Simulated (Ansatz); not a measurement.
# Al2 (singlet): from Hartree-Fock to the top rungs at distance Al1–Al2 = 5.735 Å, cc-pVDZ

Aim: climb from Hartree-Fock through coupled cluster and multireference methods for Al2 (singlet) at one geometry and basis, and see what each rung misses.

Program: Ansatz 0.2.0, Gaussian basis. Level of theory: cc-pVDZ, core rule «outside noble gas», up to 10 orbitals frozen. These are calculated values, not measurements.

The runs, in order: UHF; CCSD(T) on RHF; CCSD(T) on UHF; BCCD(T) on RHF; CISD; CCSDT(Q) on RHF; CCSDT(Q) on UHF; CISDTQ; CCSDTQ on RHF; CASSCF and MRCISD+Q, 2 electrons in 2 orbitals; CASSCF and NEVPT2, 2 electrons in 2 orbitals; CASSCF and MRCISD+Q, 6 electrons in 8 orbitals; CASSCF and NEVPT2, 6 electrons in 8 orbitals; Full CI; Full CI in the symmetry of the determinant.

18 further runs of the same task are left out: 1 for a mislabelled method, 13 that didn't finish, 4 set aside as unsound or not needed.

## 1. The geometry

The geometry derives from a PBE0/def2-TZVP stationary point (not a proven minimum). One bond is set to the value named and the two fragments are kept rigid.

2 atoms, charge 0, spin multiplicity 1.

Atoms are counted from 1 here; the program's logs count them from 0.

No contacts short enough for the rule that draws bonds.

Coordinates:

```xyz
2
Al2
Al    0.0000    0.0000    0.0000
Al    0.0000    0.0000    5.7350
```

## 2. UHF

File in.yaml:

```yaml
crystal:
  periodic: [false, false, false]
  atoms:
    - {symbol: Al, position_ang: [0.000000, 0.000000, 0.000000]}
    - {symbol: Al, position_ang: [0.000000, 0.000000, 5.735000]}
basis:
  gaussian: {orbitals: cc-pVDZ}
magnetization: {spin_polarized: true, initial_magnetization: 0}
hamiltonian: {xc: hf}
output: {orbitals: {seedname: orbitals}}
```

The run is started by

```
$ ansatz run in.yaml --threads 1 --pin off --events-out ev --progress --plain --max-ram 2393MiB
```

Further steps of the session: CCSD(T) on RHF; CCSD(T) on UHF; BCCD(T) on RHF; CISD; CCSDT(Q) on RHF; CCSDT(Q) on UHF; CISDTQ; CCSDTQ on RHF; CASSCF and MRCISD+Q, 2 electrons in 2 orbitals; CASSCF and NEVPT2, 2 electrons in 2 orbitals; CASSCF and MRCISD+Q, 6 electrons in 8 orbitals; CASSCF and NEVPT2, 6 electrons in 8 orbitals; Full CI; Full CI in the symmetry of the determinant.

Before running them: what should the planned runs give, taken together? Wanted: FCI below the RHF energy; RMP2 from FCI; UMP2 from FCI; RCCSD from FCI; RCCSD(T) from FCI; UCCSD(T) from FCI; RCCSDT(Q) from FCI; UCCSDT(Q) from FCI; NEVPT2 valence from FCI.

**Answer**, as computed:

| quantity | value |
| --- | --- |
| FCI below the RHF energy | -4.5669 eV |
| RMP2 from FCI | +1847.8 meV |
| UMP2 from FCI | +957.2 meV |
| RCCSD from FCI | +443.4 meV |
| RCCSD(T) from FCI | +31.3 meV |
| UCCSD(T) from FCI | +22.8 meV |
| RCCSDT(Q) from FCI | +6.9 meV |
| UCCSDT(Q) from FCI | -0.4 meV |
| NEVPT2 valence from FCI | +490.2 meV |
| MRCISD+Q valence from FCI | -44.3 meV |
| levels within 1 kcal/mol (43 meV) | RCCSD(T), UCCSD(T), BCCD(T), RCCSDT, UCCSDT, RCCSDT(Q), UCCSDT(Q), RCCSDTQ |
| T1 diagnostic | 0.045 |
| effectively unpaired electrons | 2.41 |

What this shows: RCCSD(T) misses by +31.3 meV, 0.7 % of the correlation energy. MRCISD+Q valence falls below full CI: the +Q correction isn't variational, and the cores differ from full CI's. With 2.4 effectively unpaired electrons against 0 the state is strongly multireference. Coupled cluster on one determinant still stays close here. Of the multireference levels listed MRCISD+Q valence comes nearest in total energy (-44.3 meV), which doesn't show that its space is the better one. These misses are within one basis, not against nature.
